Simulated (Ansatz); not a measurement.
The input, for Ansatz 0.2.0:

```yaml
crystal:
  periodic: [false, false, false]
  atoms:
    - {symbol: Br, position_ang: [-2.143520, 0.251057, 0.000000]}
    - {symbol: H, position_ang: [-0.206520, 0.251057, 0.000000]}
    - {symbol: N, position_ang: [1.040480, 0.251057, 0.000000]}
    - {symbol: H, position_ang: [1.309561, -0.753170, 0.000000]}
basis:
  gaussian: {orbitals: cc-pVDZ}
magnetization: {spin_polarized: false, initial_magnetization: 2}
hamiltonian: {xc: hf}
output: {orbitals: {seedname: orbitals}}
```

```sh
$ ansatz run in.yaml --threads 1 --pin off --events-out ev --progress --plain --max-ram 2393MiB
```

The program prints:

```
540 factors; integrals over basis functions are off by at most 1.8e-3 eV
mean field evaluation 1: about -71507.4974 eV, gradient 1.2e1 eV
mean field evaluation 2: about -71507.5094 eV, gradient 1.2e1 eV
mean field evaluation 4: about -71508.1585 eV, gradient 2.1e0 eV
mean field evaluation 8: about -71508.3058 eV, gradient 1.2e0 eV
mean field evaluation 16: about -71508.3858 eV, gradient 2.2e-3 eV
mean field evaluation 32: about -71508.2659 eV, gradient 3.3e-1 eV
mean field evaluation 64: about -71508.2534 eV, gradient 3.3e-1 eV
mean field evaluation 96: about -71508.0901 eV, gradient 2.3e0 eV
mean field evaluation 128: about -71502.6129 eV, gradient 2.5e1 eV
mean field -71508.38582625 eV, -2627.8847089900 hartree, gradient 1.1e-5 eV, S^2 2.000000; 2 other end points of the search recorded, 0 dependent functions left out
reference -71508.38582625 eV, -2627.8847089900 hartree; 23, 21 occupied and 28, 30 virtual orbitals, 540 factors
Total energy: -71508.38582625 eV, -2627.8847089900 hartree
```

Ran on 1 thread of Arm Neoverse V1, shared host: 1.7 s wall, 0.09 GiB peak host memory.
